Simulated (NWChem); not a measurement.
# C2H8Si (dimethylsilane) at TPSSh/STO-3G

Aim: the vertical ionisation energy of C2H8Si (dimethylsilane) at TPSSh/STO-3G, from 2 runs. 

The results are computed with NWChem 7.3.0.

1 further run of the same task is left out (it didn't finish).

## Step 1: Starting point

The species is C2H8Si (11 atoms), meant as a singlet with charge 0. As SMILES, `C[SiH2]C`. Geometry: relaxed at PBE0-D4/def2-TZVP.

Bond lengths: C1–Si2 1.872 Å, Si2–C3 1.872 Å, C1–H4 1.092 Å, C1–H5 1.093 Å, C1–H6 1.093 Å, Si2–H7 1.491 Å, Si2–H8 1.491 Å, C3–H9 1.093 Å, C3–H10 1.092 Å, C3–H11 1.093 Å. Some angles: C1–Si2–C3 111.5°, C1–Si2–H7 109.5°, C1–Si2–H8 109.5°, C3–Si2–H7 109.5°, C3–Si2–H8 109.5°, Si2–C1–H4 111.0°, Si2–C1–H5 110.9°, Si2–C1–H6 110.9°, Si2–C3–H9 110.9°, Si2–C3–H10 111.0°.

## Step 2: The energy at TPSSh/STO-3G

nw.nw

```
start nw
title "C2H8Si TPSSh"
memory total 2200 mb
charge 0
geometry units angstrom noautosym nocenter noautoz
  C    -1.050200    0.967200   -0.661200
  Si   -0.309200   -0.653200   -0.087600
  C     1.346600   -0.392300    0.745700
  H    -2.015800    0.806900   -1.146100
  H    -0.391700    1.464600   -1.377800
  H    -1.204900    1.644900    0.182100
  H    -0.139900   -1.564200   -1.256100
  H    -1.245100   -1.319300    0.863300
  H     2.058200    0.075200    0.060400
  H     1.772600   -1.342000    1.077400
  H     1.244800    0.255200    1.620300
end
basis spherical bse
  * library STO-3G
end
dft
  xc xctpssh
  grid fine
  convergence energy 1e-08
  iterations 100
  mulliken
  print low
end
task dft energy
```

Command:

```
$ nwchem nw.nw > nw.out
```

Standard output:

```text
[...]
 d= 0,ls=0.0,diis     1   -366.2753599695 -4.80D+02  1.85D-02  1.05D-01     1.1
[...]
 d= 0,ls=0.0,diis     7   -366.2931964130 -4.02D-11  8.27D-08  2.12D-12     5.7
         Total DFT energy =     -366.293196412951
      One electron energy =     -731.607394153295
           Coulomb energy =      286.054180604046
    Exchange-Corr. energy =      -34.898495353300
 Nuclear repulsion energy =      114.158512489598
[...]
      Total Density - Mulliken Population Analysis
     ---------------------------------------------
    Atom       Charge   Shell Charges
 -----------   ------   -------------------------------------------------------
    1 C    6     6.38   1.99  1.24  3.15
    2 Si  14    13.33   2.00  1.98  5.87  1.23  2.25
    3 C    6     6.38   1.99  1.24  3.15
    4 H    1     0.94   0.94
    5 H    1     0.94   0.94
    6 H    1     0.94   0.94
    7 H    1     1.14   1.14
    8 H    1     1.14   1.14
    9 H    1     0.94   0.94
   10 H    1     0.94   0.94
[...]
```

It took 6.3 s on 1 thread of Intel Xeon Platinum 8375C at 2.90GHz (Ice Lake), shared host; peak memory 0.11 GiB.

## Step 3: The doublet cation, same level

mymol.nw

```
start mymol
memory 2200 mb
charge 1

geometry units angstroms noautosym nocenter noautoz
  C       -1.050200       0.967200      -0.661200
  Si      -0.309200      -0.653200      -0.087600
  C        1.346600      -0.392300       0.745700
  H       -2.015800       0.806900      -1.146100
  H       -0.391700       1.464600      -1.377800
  H       -1.204900       1.644900       0.182100
  H       -0.139900      -1.564200      -1.256100
  H       -1.245100      -1.319300       0.863300
  H        2.058200       0.075200       0.060400
  H        1.772600      -1.342000       1.077400
  H        1.244800       0.255200       1.620300
end

basis spherical bse
  C library STO-3G
  Si library STO-3G
  H library STO-3G
end

dft
  xc xctpssh
  mult 2
  grid fine
  convergence energy 1e-08
  maxiter 100
  mulliken
  print low
end

task dft energy
```

Command:

```
$ nwchem mymol.nw > mymol.out
```

Standard output:

```text
[...]
 d= 0,ls=0.0,diis     1   -365.9098099454 -4.80D+02  9.16D-03  6.34D-02     1.7
[...]
 d= 0,ls=0.5,diis    27   -365.9319046708  3.68D-09  3.04D-06  9.19D-08    34.7
[...]
         Total DFT energy =     -365.931904687247
      One electron energy =     -721.915405216732
           Coulomb energy =      276.248749667154
    Exchange-Corr. energy =      -34.423761627266
 Nuclear repulsion energy =      114.158512489598
[...]
      Total Density - Mulliken Population Analysis
     ---------------------------------------------
    Atom       Charge   Shell Charges
 -----------   ------   -------------------------------------------------------
    1 C    6     6.33   1.99  1.30  3.03
    2 Si  14    13.22   2.00  1.98  5.87  1.27  2.10
    3 C    6     6.33   1.99  1.30  3.03
    4 H    1     0.82   0.82
    5 H    1     0.85   0.85
    6 H    1     0.85   0.85
    7 H    1     1.05   1.05
    8 H    1     1.05   1.05
    9 H    1     0.85   0.85
   10 H    1     0.82   0.82
[...]
      <S2> =      0.7548 (Exact =     0.7500)
[...]
```

Run time: 37 s. Hardware: 1 thread of Intel Xeon Platinum 8375C at 2.90GHz (Ice Lake), shared host; peak memory 0.12 GiB.

## Step 4: Outcome

Level: TPSSh/STO-3G.

```
                                          quantity          value
                      singlet C2H8Si: total energy  -366.29320 Eh
                      doublet cation: total energy  -365.93190 Eh
                              doublet cation: ⟨S²⟩          0.755
vertical ionisation energy (to the doublet cation)       9.831 eV
```

What this shows: The vertical ionisation energy comes to 9.83 eV (227 kcal/mol). In a minimal basis such a difference can be off by several eV, whatever the method. Mulliken charges (doublet cation) run from -0.33 on C1 to +0.78 on Si2; they depend strongly on the basis.
